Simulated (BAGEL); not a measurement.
**[C2H4]+ (SMILES [CH2][CH2+]) at UHF/def2-SVPD (density fitting with svp-jkfit)**

What is the vertical electron affinity of [C2H4]+ at UHF/def2-SVPD (density fitting with svp-jkfit)? 

Program for the calculation: BAGEL 1.2.2.

11 further runs of the same task are left out: 5 that didn't finish, 6 set aside as unsound or not needed.

### Step 1. Starting point

[C2H4]+ has 6 atoms, charge +1, and is taken as a doublet. As SMILES, `[CH2][CH2+]`. Geometry: relaxed at GFN2-xTB. This is one conformer, not always the lowest.

Bond lengths: C1–C2 1.307 Å, C1–H3 1.097 Å, C1–H4 1.098 Å, C2–H5 1.097 Å, C2–H6 1.097 Å. Angles: C1–C2–H5 125.0°, C1–C2–H6 125.1°, C2–C1–H3 125.1°, C2–C1–H4 125.0°, H5–C2–H6 109.9°, H3–C1–H4 109.9°.

### Step 2. The energy at UHF/def2-SVPD (density fitting with svp-jkfit)

File input.json:

```json
{ "bagel" : [

{
  "title" : "molecule",
  "basis" : "def2-svpd.json",
  "df_basis" : "svp-jkfit",
  "angstrom" : true,
  "geometry" : [
    { "atom" : "C", "xyz" : [   -0.161720,   -0.630520,   -0.058830 ] },
    { "atom" : "C", "xyz" : [    0.161070,    0.630500,    0.058990 ] },
    { "atom" : "H", "xyz" : [   -1.053630,   -1.096470,    0.377870 ] },
    { "atom" : "H", "xyz" : [    0.421130,   -1.380370,   -0.609050 ] },
    { "atom" : "H", "xyz" : [    0.716390,    1.210870,   -0.688350 ] },
    { "atom" : "H", "xyz" : [   -0.083230,    1.265990,    0.919370 ] }
  ]
},
{ "title" : "uhf", "charge" : 1, "nopen" : 1 },
{ "title" : "print", "file" : "orbitals.molden", "orbitals" : true }

]}
```

The basis set def2-SVPD is read from a file made from the Basis Set Exchange's data (not shown).

Run with:

```console
$ BAGEL_NUM_THREADS=1 BAGEL input.json > input.out
```

What it wrote:

```text
* using 1 threads per process

  ===============================================================
  ===============================================================

  *** Geometry ***

  { "atom" : "C", "xyz" : [     -0.305607,     -1.191510,     -0.111173 ] },
  { "atom" : "C", "xyz" : [      0.304378,      1.191472,      0.111475 ] },
  { "atom" : "H", "xyz" : [     -1.991072,     -2.072028,      0.714071 ] },
  { "atom" : "H", "xyz" : [      0.795820,     -2.608521,     -1.150938 ] },
  { "atom" : "H", "xyz" : [      1.353781,      2.288213,     -1.300793 ] },
  { "atom" : "H", "xyz" : [     -0.157282,      2.392374,      1.737358 ] },

  Number of auxiliary basis functions:      222

  Since a DF basis is specified, we compute 2- and 3-index integrals:
    o Being stored without compression. Storage requirement is 0.009 GB

  Number of basis functions:       72
  Number of electrons      :       16

    * METHOD: MOLECULE                             0.13

  *** Open-shell HF ***

  === Nuclear Repulsion ===
    33.4350962703

      * DIIS with orbital gradients will be used.

  === UHF iteration (def2-svpd.json) ===
      0        -77.55664083          0.02450542           0.03
      1        -77.62303844          0.00888040           0.03
      2        -77.63401253          0.00404801           0.03
      3        -77.63871550          0.00222278           0.03
      4        -77.64053920          0.00118993           0.03
      5        -77.64139418          0.00030394           0.04
      6        -77.64148002          0.00002364           0.04
      7        -77.64148380          0.00001326           0.04
      8        -77.64148507          0.00000615           0.05
      9        -77.64148533          0.00000113           0.04
     10        -77.64148533          0.00000032           0.04
     11        -77.64148533          0.00000017           0.04
     12        -77.64148533          0.00000008           0.04
     13        -77.64148533          0.00000003           0.04
     14        -77.64148533          0.00000001           0.04
    * SCF iteration converged.

    * S^2 (UHF) is 0.7626

    * Permanent dipole moment:
           (   -0.000293,    -0.000028,     0.000069) a.u.

    * METHOD: UHF                                  0.68

    * METHOD: PRINT                                0.04

  ===============================================================
```

Run time: 1.6 s. Hardware: 1 thread of AMD EPYC 7R43 (Zen 3), shared host; peak memory 0.14 GiB.

### Step 3. Singlet neutral C2H4 at the same level

File job.json:

```json
{ "bagel" : [

{
  "title" : "molecule",
  "basis" : "def2-svpd.json",
  "df_basis" : "svp-jkfit",
  "angstrom" : true,
  "geometry" : [
    { "atom" : "C", "xyz" : [      -0.161720,      -0.630520,      -0.058830 ] },
    { "atom" : "C", "xyz" : [       0.161070,       0.630500,       0.058990 ] },
    { "atom" : "H", "xyz" : [      -1.053630,      -1.096470,       0.377870 ] },
    { "atom" : "H", "xyz" : [       0.421130,      -1.380370,      -0.609050 ] },
    { "atom" : "H", "xyz" : [       0.716390,       1.210870,      -0.688350 ] },
    { "atom" : "H", "xyz" : [      -0.083230,       1.265990,       0.919370 ] }
  ]
},

{
  "title" : "hf"
},

{
  "title" : "print",
  "file" : "orbitals.molden",
  "orbitals" : true
}

]}
```

The basis set def2-SVPD is read from a file made from the Basis Set Exchange's data (not shown).

Run with:

```console
$ BAGEL_NUM_THREADS=1 BAGEL job.json > job.out
```

What it wrote:

```text
* using 1 threads per process

  ===============================================================
  ===============================================================

  *** Geometry ***

  { "atom" : "C", "xyz" : [     -0.305607,     -1.191510,     -0.111173 ] },
  { "atom" : "C", "xyz" : [      0.304378,      1.191472,      0.111475 ] },
  { "atom" : "H", "xyz" : [     -1.991072,     -2.072028,      0.714071 ] },
  { "atom" : "H", "xyz" : [      0.795820,     -2.608521,     -1.150938 ] },
  { "atom" : "H", "xyz" : [      1.353781,      2.288213,     -1.300793 ] },
  { "atom" : "H", "xyz" : [     -0.157282,      2.392374,      1.737358 ] },

  Number of auxiliary basis functions:      222

  Since a DF basis is specified, we compute 2- and 3-index integrals:
    o Being stored without compression. Storage requirement is 0.009 GB

  Number of basis functions:       72
  Number of electrons      :       16

    * METHOD: MOLECULE                             0.14

  *** RHF ***

  === Nuclear Repulsion ===
    33.4350962703

      * DIIS with orbital gradients will be used.

  === RHF iteration (def2-svpd.json) ===
      0        -77.87422882          0.01741793           0.02
      1        -77.94547355          0.00766136           0.02
      2        -77.95573709          0.00151216           0.02
      3        -77.95642093          0.00014936           0.02
      4        -77.95642992          0.00003433           0.02
      5        -77.95643043          0.00000601           0.02
      6        -77.95643044          0.00000092           0.02
      7        -77.95643044          0.00000030           0.02
      8        -77.95643044          0.00000010           0.02
      9        -77.95643044          0.00000003           0.02
     10        -77.95643044          0.00000001           0.02
    * SCF iteration converged.

    * Permanent dipole moment:
           (   -0.000145,    -0.000058,    -0.000280) a.u.

    * METHOD: HF                                   0.29

    * METHOD: PRINT                                0.04

  ===============================================================
```

It took 1.2 s on 1 thread of AMD EPYC 7R43 (Zen 3), shared host; peak memory 0.14 GiB.

### Step 4. What came out

At UHF/def2-SVPD (density fitting with svp-jkfit):

| quantity | value |
| --- | --- |
| doublet [C2H4]+: total energy | -77.64149 Eh |
| doublet [C2H4]+: ⟨S²⟩ | 0.763 |
| singlet neutral C2H4: total energy | -77.95643 Eh |
| singlet neutral C2H4: dipole moment | 0.00 D |
| singlet neutral C2H4: HOMO energy | -9.86 eV |
| singlet neutral C2H4: LUMO energy | 3.03 eV |
| singlet neutral C2H4: HOMO–LUMO gap | 12.89 eV |
| vertical electron affinity (to the singlet neutral) | 8.570 eV |

What this shows: At fixed nuclei the extra electron is bound by 8.57 eV (198 kcal/mol).
